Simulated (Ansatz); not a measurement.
A nudged elastic band was laid between two geometries of C₂H₄OS₂ (9 atoms, charge 0, multiplicity 1).

These are results of RKS PBE-D4/def2-SVP in Ansatz, not measurements.

```json
{"movable images": "7", "climbing image": "yes", "spring": "5.0 eV/Å²", "optimiser": "quadratic models (default)", "start path": "through a guess of the saddle point", "force threshold": "0.03 eV/Å", "iteration limit": "60", "end points": "relaxed"}
```

Image 0:

```xyz
9
Properties=species:S:1:pos:R:3
C -0.253 0.498 1.432
S 1.001 0.005 0.225
C -0.003 -0.407 -1.192
O 0.751 -0.811 -2.234
S -1.638 -0.327 -1.284
H -0.938 -0.349 1.631
H 0.299 0.781 2.349
H -0.834 1.355 1.042
H 1.702 -0.791 -1.985
```

Image 8:

```xyz
9
Properties=species:S:1:pos:R:3
C -0.307 0.331 1.469
S 0.849 -0.472 0.333
C 0.075 -0.166 -1.246
O 0.787 -0.700 -2.259
S -1.321 0.653 -1.504
H 0.123 0.208 2.482
H -0.404 1.402 1.210
H -1.300 -0.153 1.403
H 1.585 -1.151 -1.905
```

(1) What changes between the two ends?

(2) Give the energies along the band, and the barrier.

(3) What is the geometry of the highest image?

## Answers

(1) No bond is made or broken. The dihedral H8–C1–S2–C3 goes from -60 to 62°. The two ends are copies of one structure, up to a mirror image or an exchange of like atoms.

(2) It converged. The highest image is number 2 of 0 to 8, 0.4 kJ/mol above the ends, which have the same energy within 2 meV. The top lies less than 8 meV above the higher end, about what the thresholds resolve: that end is a shoulder or a very shallow well. A vibrational analysis at the climbing image gives one clearly imaginary mode, 73i cm⁻¹: a first-order saddle point.

| image | path coordinate (Å) | energy (kJ/mol) | dihedral H8–C1–S2–C3 (°) |
| --- | --- | --- | --- |
| 0 | 0.00 | 0.0 | -60 |
| 1 | 0.40 | 0.2 | -46 |
| 2 | 0.80 | 0.4 | -31 |
| 3 | 1.21 | 0.3 | -16 |
| 4 | 1.61 | 0.2 | 1 |
| 5 | 2.02 | 0.3 | 18 |
| 6 | 2.42 | 0.4 | 34 |
| 7 | 2.83 | 0.2 | 48 |
| 8 | 3.23 | 0.0 | 62 |

(3) 
```xyz
9
Properties=species:S:1:pos:R:3
C -0.246 0.435 1.464
S 0.987 -0.069 0.241
C -0.004 -0.315 -1.227
O 0.749 -0.777 -2.245
S -1.609 -0.030 -1.402
H -0.681 -0.448 1.969
H 0.265 1.087 2.197
H -1.046 0.985 0.924
H 1.673 -0.913 -1.938
```

Run time: 3.3 min on 2 threads of Arm Neoverse V1, with other jobs on the host, peak memory 0.14 GiB.
